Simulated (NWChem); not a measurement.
System: chloromethane (CH3Cl); SMILES ClC

Output (shortened):

```
             Northwest Computational Chemistry Package (NWChem) 7.3.0
             --------------------------------------------------------

 C3V symmetry detected

                             Geometry "geometry" -> ""
                             -------------------------

 Output coordinates in angstroms (scale by  1.889725989 to convert to a.u.)

  No.       Tag          Charge          X              Y              Z
 ---- ---------------- ---------- -------------- -------------- --------------
    1 C                    6.0000     0.00000000    -0.00000000    -1.11933977
    2 Cl                  17.0000    -0.00000000     0.00000000     0.65598323
    3 H                    1.0000     0.73298074     0.73298074    -1.47855877
    4 H                    1.0000     0.26828957    -1.00127031    -1.47855877
    5 H                    1.0000    -1.00127031     0.26828957    -1.47855877

 Effective nuclear repulsion energy (a.u.)      51.3434382480

      Symmetry information
      --------------------

 Group name             C3v
 Group number             17
 Group order               6
 No. of unique centers     3

                                Z-matrix (autoz)
                                --------

 Units are Angstrom for bonds and degrees for angles

      Type          Name      I     J     K     L     M      Value
      ----------- --------  ----- ----- ----- ----- ----- ----------
    1 Stretch                  1     2                       1.77532
    2 Stretch                  1     3                       1.09707
    3 Stretch                  1     4                       1.09707
    4 Stretch                  1     5                       1.09707
    5 Bend                     2     1     3               109.11318
    6 Bend                     2     1     4               109.11318
    7 Bend                     2     1     5               109.11318
    8 Bend                     3     1     4               109.82688
    9 Bend                     3     1     5               109.82688
   10 Bend                     4     1     5               109.82688

  xc_inp: hfexch multiplicative factor not found.

                           NWChem Geometry Optimization
                           ----------------------------

[...]

      ----------------------
      Optimization converged
      ----------------------

  Step       Energy      Delta E   Gmax     Grms     Xrms     Xmax
  ---- ---------------- -------- -------- -------- -------- --------
@    4    -499.09118408 -7.1D-08  0.00000  0.00000  0.00012  0.00033
                                     ok       ok       ok       ok

                                Z-matrix (autoz)
                                --------

 Units are Angstrom for bonds and degrees for angles

      Type          Name      I     J     K     L     M      Value     Gradient
      ----------- --------  ----- ----- ----- ----- ----- ---------- ----------
    1 Stretch                  1     2                       1.78491   -0.00000
    2 Stretch                  1     3                       1.07794    0.00000
    3 Stretch                  1     4                       1.07794    0.00000
    4 Stretch                  1     5                       1.07794    0.00000
    5 Bend                     2     1     3               108.43007    0.00000
    6 Bend                     2     1     4               108.43007    0.00000
    7 Bend                     2     1     5               108.43007    0.00000
    8 Bend                     3     1     4               110.49200   -0.00000
    9 Bend                     3     1     5               110.49200   -0.00000
   10 Bend                     4     1     5               110.49200   -0.00000

                         Geometry "geometry" -> "geometry"
                         ---------------------------------

 Output coordinates in angstroms (scale by  1.889725989 to convert to a.u.)

[...]

 Rotational Constants
 --------------------
 A=   5.331377 cm-1  (  7.670490 K)
 B=   0.444053 cm-1  (  0.638880 K)
 C=   0.444053 cm-1  (  0.638880 K)

 Temperature                      =   298.15K
 frequency scaling parameter      =   1.0000

 Zero-Point correction to Energy  =   25.510 kcal/mol  (  0.040653 au)
 Thermal correction to Energy     =   27.373 kcal/mol  (  0.043622 au)
 Thermal correction to Enthalpy   =   27.965 kcal/mol  (  0.044565 au)

 Total Entropy                    =   55.767 cal/mol-K
   - Translational                =   37.635 cal/mol-K (mol. weight =  49.9923)
   - Rotational                   =   17.777 cal/mol-K (symmetry #  =        3)
   - Vibrational                  =    0.356 cal/mol-K

 Cv (constant volume heat capacity) =    7.304 cal/mol-K
   - Translational                  =    2.979 cal/mol-K
   - Rotational                     =    2.979 cal/mol-K
   - Vibrational                    =    1.345 cal/mol-K

[normal modes left out]

 ----------------------------------------------------------------------------
 Normal Eigenvalue ||           Projected Infra Red Intensities
  Mode   [cm**-1]  || [atomic units] [(debye/angs)**2] [(KM/mol)] [arbitrary]
 ------ ---------- || -------------- ----------------- ---------- -----------
    1       -0.000 ||    0.002883           0.067         2.810       2.696
    2       -0.000 ||    0.001295           0.030         1.263       1.212
    3       -0.000 ||    0.001701           0.039         1.658       1.591
    4       -0.000 ||    0.001674           0.039         1.632       1.566
    5        0.000 ||    0.000002           0.000         0.001       0.001
    6        0.000 ||    0.003971           0.092         3.872       3.715
    7      778.256 ||    0.048798           1.126        47.571      45.647
    8     1138.163 ||    0.002427           0.056         2.366       2.270
    9     1138.163 ||    0.002427           0.056         2.366       2.270
   10     1537.756 ||    0.031099           0.717        30.317      29.092
   11     1629.583 ||    0.004797           0.111         4.676       4.487
   12     1629.584 ||    0.004797           0.111         4.676       4.487
   13     3264.338 ||    0.034219           0.789        33.358      32.010
   14     3368.568 ||    0.010132           0.234         9.877       9.478
   15     3368.569 ||    0.010132           0.234         9.877       9.478
 ----------------------------------------------------------------------------
```

Level: Hartree-Fock/6-31G* (spherical d). 

Which NWChem input produces such a log?

This is not unique; one that fits is the input that was run:
```
start job
memory heap 200 mb stack 900 mb global 1100 mb
geometry units angstroms
  C      0.000000     0.000000    -1.110906
  Cl     0.000000     0.000000     0.664417
  H      0.732981     0.732981    -1.470125
  H      0.268290    -1.001270    -1.470125
  H     -1.001270     0.268290    -1.470125
end
basis spherical
  * library 6-31g*
end
dft
  xc hfexch
  iterations 150
end
driver
  maxiter 120
end
task dft optimize
task dft freq
```
